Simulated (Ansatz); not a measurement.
# AlSiH₂+ (triplet): wave-function methods side by side, cc-pVTZ

How much of the correlation energy of AlSiH₂+ (triplet) does each wave-function method recover here?

Program: Ansatz 0.2.0, Gaussian basis. Level of theory: cc-pVTZ, core rule «outside noble gas», up to 10 orbitals frozen. These are calculated values, not measurements.

To be run: UHF; CCSD(T) on ROHF; CCSD(T) on UHF; BCCD(T) on ROHF; CCSDT(Q) on ROHF; CCSDT(Q) on UHF.

13 further runs of the same task are left out: 8 for a known fault of the program, 5 set aside as unsound or not needed. Runs told in other sessions of the task aren't counted.

**1. The geometry**

The geometry is a PBE0/def2-TZVP stationary point (not a proven minimum) of the parent state, kept for this charge and spin.

4 atoms, charge 1, spin multiplicity 3.

Atoms are counted from 1 here; the program's logs count them from 0.

Bond lengths: Si1–Al2 2.409 Å, Al2–H3 1.583 Å, Al2–H4 1.583 Å. Angles: Si1–Al2–H3 117.4°, Si1–Al2–H4 117.4°, H3–Al2–H4 125.2°.

**2. UHF**

in.yaml reads:

```yaml
crystal:
  periodic: [false, false, false]
  atoms:
    - {symbol: Si, position_ang: [0.000000, 0.000000, 1.249328]}
    - {symbol: Al, position_ang: [0.000000, 0.000000, -1.159384]}
    - {symbol: H, position_ang: [0.000000, 1.405470, -1.888034]}
    - {symbol: H, position_ang: [0.000000, -1.405470, -1.888034]}
basis:
  gaussian: {orbitals: cc-pVTZ}
total_charge: 1
magnetization: {spin_polarized: true, initial_magnetization: 2}
hamiltonian: {xc: hf}
output: {orbitals: {seedname: orbitals}}
```

Launch:

```sh
> ansatz run in.yaml --threads 1 --pin off --events-out ev --progress --plain --max-ram 2560MiB --backend cpu
```

After this run come: CCSD(T) on ROHF; CCSD(T) on UHF; BCCD(T) on ROHF; CCSDT(Q) on ROHF; CCSDT(Q) on UHF.

**Question.** What will the summary of the whole plan be? Wanted: UCCSDT(Q) from the RHF energy; RMP2 from UCCSDT(Q); UMP2 from UCCSDT(Q); RCCSD from UCCSDT(Q); RCCSD(T) from UCCSDT(Q); UCCSD(T) from UCCSDT(Q); RCCSDT(Q) from UCCSDT(Q); T1 diagnostic.

The runs gave:

| quantity | value |
| --- | --- |
| UCCSDT(Q) from the ROHF energy | -4.6381 eV |
| RMP2 from UCCSDT(Q) | +1117.6 meV |
| UMP2 from UCCSDT(Q) | +1121.6 meV |
| RCCSD from UCCSDT(Q) | +189.0 meV |
| RCCSD(T) from UCCSDT(Q) | +46.4 meV |
| UCCSD(T) from UCCSDT(Q) | +45.7 meV |
| RCCSDT(Q) from UCCSDT(Q) | +1.8 meV |
| levels within 1 kcal/mol (43 meV) | RCCSDT, UCCSDT, RCCSDT(Q) |
| T1 diagnostic | 0.030 |

In words: RCCSD(T) misses by +46.4 meV, 1.0 % of the correlation energy. These misses are within one basis, not against nature; the frozen cores of restricted and unrestricted runs differ, which can shift their rows.
